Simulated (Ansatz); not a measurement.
Candidates: hexagonal BN, AlCl3 (C2/m, No. 12), GaS (P6₃/mmc, No. 194), CdCl2 (R-3m, No. 166), black phosphorus. Level: PBE0 (plane waves, PAW; Ansatz, a program for electronic structure).

Ansatz's runs of these crystals have no spin polarisation.

Density-functional gaps are differences of (generalised) Kohn–Sham levels.

Measured gaps can lie in another order.

Spin–orbit coupling is included only where a level's name says +SOC; with heavier elements it mostly lowers gaps and can invert bands. Cells: PBE0 at the measured cell for 4 of them, at the measured cell (atoms relaxed with PBEsol) for 1 of them. Ansatz's density-functional and Hartree–Fock values are scalar-relativistic unless marked +SOC, with PAW data made under PBE.

Question: Which of them have a computed band gap between 1.8 and 5.9 eV?

Answer: GaS (P6₃/mmc, No. 194), CdCl2 (R-3m, No. 166). The values: hexagonal BN 6.29 eV; AlCl3 (C2/m, No. 12) 7.45 eV; GaS (P6₃/mmc, No. 194) 2.96 eV; CdCl2 (R-3m, No. 166) 5.52 eV; black phosphorus 0.73 eV.
